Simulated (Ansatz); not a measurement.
# Rock-salt AgBr: polycrystal shear modulus by level of theory

No measured value is used here.

Problem. Put these levels in order of the polycrystal shear modulus that they give for rock-salt AgBr, smallest first: HSE06 (Ansatz, a first-principles code), LDA (Ansatz), PBE (Ansatz).

Solution. PBE (8.6 GPa), HSE06 (9.4 GPa), LDA (12.3 GPa)

Unless a cell is named, each level is at its own relaxed cell (LDA 21.76, PBE 24.91, HSE06 24.78 Å³/atom).

Each level is taken at its own relaxed cell. K meshes differ between the levels. Ansatz's density-functional and Hartree–Fock values are scalar-relativistic unless marked +SOC, with PAW data made under PBE.
